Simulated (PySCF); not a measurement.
**CFCl3: calculation against experiment**

**The experiment to reproduce.**

From NIST CCCBDB Release 22 (SRD 101), experimental dipoles, for the gas: dipole moment (microwave Stark effect, vibrational ground state) 0.46 ± 0.02 D.

How close the calculation comes is told at the end.

Compound: CFCl3.
Numbering: `[F:1][C:2]([Cl:3])([Cl:4])[Cl:5]`

Geometry (GFN2-xTB, Å), atoms numbered from 1 in this order:
```
atom  x, y, z in Å
F1     0.0603   -0.1410    1.3961
C2     0.0046   -0.0063    0.0667
Cl3   -0.4579    1.6606   -0.3126
Cl4    1.6028   -0.3706   -0.6039
Cl5   -1.2011   -1.1397   -0.5634
```

The PySCF runs (gas phase, on this GFN2-xTB geometry; no spin–orbit coupling):

| level | job | basis functions |
| --- | --- | --- |
| B97-2/def2-SVP | shieldings | 82 |
| BHandHLYP/def2-SVP | shieldings | 82 |
| CAM-B3LYP/def2-SVP | shieldings | 82 |
| HCTH407/def2-SVP | shieldings | 82 |
| HSE06/def2-SVP | shieldings | 82 |
| LC-wPBE/def2-SVP | shieldings | 82 |
| OLYP/def2-SVP | shieldings | 82 |
| WP04/def2-SVP | shieldings | 82 |
| mPW1PW91/def2-SVP | shieldings | 82 |
| revPBE/def2-SVP | shieldings | 82 |
| wB97X-D/def2-SVP | shieldings | 82 |
| wB97X/def2-SVP | shieldings | 82 |

## Comparison

**Dipole moment.** Measured: 0.46 D (NIST CCCBDB Release 22 (SRD 101), experimental dipoles).

| level | computed (D) | computed − measured (D) | % (from the printed values) |
| --- | --- | --- | --- |
| B97-2/def2-SVP | 0.34 | -0.12 | -26 |
| BHandHLYP/def2-SVP | 0.48 | +0.02 | +4 |
| CAM-B3LYP/def2-SVP | 0.39 | -0.07 | -15 |
| HCTH407/def2-SVP | 0.25 | -0.21 | -46 |
| HSE06/def2-SVP | 0.35 | -0.11 | -24 |
| LC-wPBE/def2-SVP | 0.31 | -0.15 | -33 |
| OLYP/def2-SVP | 0.23 | -0.23 | -50 |
| WP04/def2-SVP | 0.44 | -0.02 | -4 |
| mPW1PW91/def2-SVP | 0.35 | -0.11 | -24 |
| revPBE/def2-SVP | 0.22 | -0.24 | -52 |
| wB97X-D/def2-SVP | 0.36 | -0.10 | -22 |
| wB97X/def2-SVP | 0.34 | -0.12 | -26 |

The computed dipoles belong to one fixed geometry; measured ones are averaged over vibrations unless marked μe. Magnitudes are compared, not signs.

The geometry is computed, not the measured one. Where a level misses, the cause wasn't examined.
